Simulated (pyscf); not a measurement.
Multi-bond step: H₃C–SnH₃ + H₂S → H₃C–SnH: [singlet] + H₂S + H₂

Gas phase, singlet surface, charge 0. Bonds broken: Sn2–H6, Sn2–H8, S9–H10. Bonds formed: H6–S9, H8–H10. Single points on ωB97X-D3(BJ)/def2-SVP structures (PySCF, gas phase).

Transition state (Å):

```xyz
11

C      0.5064    -1.8791     0.8054
Sn     0.4254     0.2697     1.0691
H      1.0602    -2.3258     1.6466
H     -0.5097    -2.3010     0.7977
H      1.0179    -2.1431    -0.1313
H      1.1800     1.7965     0.0245
H     -0.6421     0.4219     2.4370
H     -0.8585     0.7740    -0.3357
S      0.6523     2.7665    -1.2242
H     -0.4307     1.5775    -0.8132
H      0.1063     3.6613    -0.3763
```

One imaginary mode, 1698i cm⁻¹; descent along it reached the two sides named, in the forms told below.

```csv
bond,change,reactant side (Å),saddle,product side
Sn2–H6,breaks,1.712,1.998,3.7
Sn2–H8,breaks,1.713,1.969,2.551
S9–H10,breaks,1.346,1.660,2.8
H6–S9,forms,3.6,1.667,1.346
H8–H10,forms,2.9,1.028,0.768
```

Electronic energies relative to the separated reactants (kJ/mol):

```csv
level,barrier,reaction energy,reverse barrier
ωB97X-D3(BJ)/def2-TZVP,225.7,+105.4,120.3
PBE/def2-TZVP,147.2,+82.7,64.5
r²SCAN/def2-TZVP,168.6,+96.3,72.2
B3LYP-D3(BJ)/def2-TZVP,182.7,+77.8,104.9
PBE0-D3(BJ)/def2-TZVP,179.5,+99.7,79.8
M06-2X/def2-TZVP,212.9,+84.6,128.3
ωB97M-D3(BJ)/def2-TZVP,225.4,+92.8,132.7
HF/def2-TZVP,333.4,+96.0,237.5
```

With ωB97M-D3(BJ)/def2-TZVP energies and thermal terms (ideal gas, 1 atm, RRHO with modes under 100 cm⁻¹ raised to 100, one conformer, R ln 2 for chiral ones without a mode under 150 cm⁻¹), in kJ/mol:

| T (K) | ΔH‡ | ΔG‡ | ΔH | ΔG |
|---|---|---|---|---|
| 298 | 217.0 | 257.9 | +83.9 | +45.3 |
| 600 | 218.8 | 299.0 | +86.0 | +5.1 |
| 900 | 222.7 | 338.2 | +84.8 | -35.2 |
| 1200 | 226.7 | 376.1 | +82.0 | -74.8 |

On the product side the descent ends in a complex (not fully relaxed), 26.9 kJ/mol under the separated species and 147.2 kJ/mol under the saddle at ωB97X-D3(BJ)/def2-TZVP. The same reactants have a lower exit, to H₃C–SnH₂–SH + H₂ (barrier +168.7 kJ/mol at ωB97M-D3(BJ)/def2-TZVP, against +225.4 kJ/mol here). One saddle was located; it need not be the lowest between these sides. Elements past Kr carry the def2 core potentials, without spin-orbit coupling.
